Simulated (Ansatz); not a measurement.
Relaxation of H$_{5}$NSi (7 atoms, charge 0, multiplicity 1), to a largest force component of 0.03 eV/Å in at most 50 steps.

Level of theory: RKS r2SCAN-D4/def2-SVP (Ansatz).

```xyz
7
Properties=species:S:1:pos:R:3
Si -0.066 0.255 -0.915
N 1.247 -0.003 1.753
H 1.008 -0.617 2.527
H 1.935 0.690 2.035
H 1.637 -0.570 0.978
H -1.196 1.208 -0.511
H -0.892 -0.963 -0.481
```

Problem. Where does it end, and by what steps?

Solution. The run converged. After 6 steps the energy has fallen by 1.092 eV; H3 moved furthest, 0.81 Å. Joined: Si1–N2 (2.99 → 2.06 Å).

```tsv
step	energy less start (eV)	largest force component (eV/Å)	accepted
0	0.0000	1.481	yes
1	-0.3092	1.366	yes
2	-0.6292	1.328	yes
3	-0.9222	0.389	yes
4	-1.0415	0.262	yes
5	-1.0900	0.144	yes
6	-1.0920	0.011	yes
```

```xyz
7
Properties=species:S:1:pos:R:3
Si 0.174 0.278 -0.542
N 1.105 -0.047 1.267
H 0.457 -0.309 2.013
H 1.603 0.794 1.566
H 1.798 -0.792 1.179
H -0.872 1.109 0.216
H -0.592 -1.033 -0.313
```

Whether the end is a true minimum wasn't checked by a vibrational analysis.

Run time: 15 s on 1 thread of Arm Neoverse V1, with other jobs on the host, peak memory 0.11 GiB.
